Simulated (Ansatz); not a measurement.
in.yaml

```yaml
crystal:
  periodic: [false, false, false]
  atoms:
    - {symbol: Se, position_ang: [0.000000, 0.000000, 0.000000]}
    - {symbol: H, position_ang: [0.000000, 0.000000, 1.367000]}
basis:
  gaussian: {orbitals: aug-cc-pVDZ}
total_charge: 1
correlation: {method: fic_mrcisd_q, electrons: outside_noble_gas, active_space: {window: {electrons: 2, orbitals: 2}}}
```

```sh
$ ansatz run in.yaml --threads 1 --pin off --events-out ev --progress --plain --max-ram 2393MiB
```

Log:

```
494 factors; integrals over basis functions are off by at most 7.9e-4 eV
mean field evaluation 1: about -65306.4446 eV, gradient 7.2e0 eV
mean field evaluation 2: about -65306.4510 eV, gradient 7.2e0 eV
mean field evaluation 4: about -65306.6124 eV, gradient 4.4e-1 eV
mean field evaluation 8: about -65306.6136 eV, gradient 1.3e-4 eV
mean field evaluation 16: about -65306.6136 eV, gradient 1.3e-3 eV
mean field -65306.61355465 eV, -2399.9737817207 hartree, gradient 1.0e-6 eV, S^2 0.000000; 3 other end points of the search recorded, 0 dependent functions left out; unrestricted orbitals would lower it
reference -65306.61355465 eV, -2399.9737817207 hartree; 17, 17 occupied and 28, 28 virtual orbitals, 494 factors
state -65307.30660622 eV, -2399.9992508964 hartree
contracted CI cycle   1: correlation 0.00000000 eV, 0.0000000000 hartree, residual 1.26e1 eV
contracted CI cycle   2: correlation -2.73596191 eV, -0.1005447458 hartree, residual 1.98e0 eV
contracted CI cycle   3: correlation -2.81646318 eV, -0.1035031127 hartree, residual 4.44e-1 eV
contracted CI cycle   4: correlation -2.82083286 eV, -0.1036636957 hartree, residual 1.04e-1 eV
contracted CI cycle   5: correlation -2.82102012 eV, -0.1036705773 hartree, residual 2.47e-2 eV
contracted CI cycle   6: correlation -2.82103091 eV, -0.1036709738 hartree, residual 5.85e-3 eV
contracted CI cycle   7: correlation -2.82103153 eV, -0.1036709965 hartree, residual 1.44e-3 eV
contracted CI cycle   8: correlation -2.82103157 eV, -0.1036709981 hartree, residual 3.73e-4 eV
contracted CI cycle   1: correlation 0.00000000 eV, 0.0000000000 hartree, residual 1.26e1 eV
contracted CI cycle   2: correlation -2.73596191 eV, -0.1005447458 hartree, residual 1.98e0 eV
contracted CI cycle   3: correlation -2.81646318 eV, -0.1035031127 hartree, residual 4.44e-1 eV
contracted CI cycle   4: correlation -2.82083286 eV, -0.1036636957 hartree, residual 1.04e-1 eV
contracted CI cycle   5: correlation -2.82102012 eV, -0.1036705773 hartree, residual 2.47e-2 eV
contracted CI cycle   6: correlation -2.82103091 eV, -0.1036709738 hartree, residual 5.85e-3 eV
contracted CI cycle   7: correlation -2.82103153 eV, -0.1036709965 hartree, residual 1.44e-3 eV
contracted CI cycle   8: correlation -2.82103157 eV, -0.1036709981 hartree, residual 3.73e-4 eV
state -65307.30660622 eV, -2399.9992508964 hartree; corrected -65310.29272694 eV, -2400.1089888087 hartree
Total energy: -65310.29272694 eV, -2400.1089888087 hartree
```

Natural occupations: 1.0000 1.0000.

For the same geometry and basis full CI lies 27.0 meV higher.

Ran on 1 thread of Arm Neoverse V1, shared host: 1.1 s wall, 0.09 GiB peak host memory.
